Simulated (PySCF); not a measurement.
Level of theory: M06-2X/def2-TZVP // B3LYP-D3(BJ)/def2-TZVP in PySCF. Gas-phase values, no solvent. One relaxed conformer stands for a flexible species; it need not be the lowest. 

Reference species (SMILES): `C[Si](C)O` (C–Si–O–H torsion 177°) (neutral, multiplicity 2).

| Property | Result |
|---|---|
| highest occupied spin orbital | -6.20 eV |

Changed species: `[CH2]C` (radical fragment; the reference has radical fragment).

Task: What does the change do to the highest occupied spin orbital?

Result: the highest occupied spin orbital decreases by 0.76 eV, to -6.96 eV.
